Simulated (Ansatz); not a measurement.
Two shapes of doublet C₃H₃.

Shape 1:

```xyz
6

C    -0.5441    0.1167   -0.4679
C     0.7302   -0.3885   -0.3304
C    -0.1392    0.2966    0.8016
H    -1.3845    0.1617   -1.2240
H     1.6682   -0.6308   -0.8488
H    -0.0915    0.3827    1.9152
```

Shape 2:

```xyz
6

C    -0.5744    0.1030   -0.5176
C     0.7107   -0.4341   -0.1867
C    -0.0501    0.3175    0.7106
H    -1.3693    0.2581   -1.3117
H     1.6878   -0.0899   -0.5731
H    -0.5940    0.2032    1.6933
```

Basis set: def2-SVP (spherical functions). Correlated methods keep 3 orbitals frozen. Charge 0, multiplicity 2.

Computed with Ansatz (development build ahead of 0.2.0); each method stands on the lowest determinant of its kind that the runs found.

(1) Which shape is lower in energy, and by how much in each method?

Answers

(1)

```tsv
method	E(2) − E(1) (eV)
UHF	0.020
UHF-MP2	0.083
```

Shape 1 is lower. Caution: the unrestricted determinant is spin contaminated.
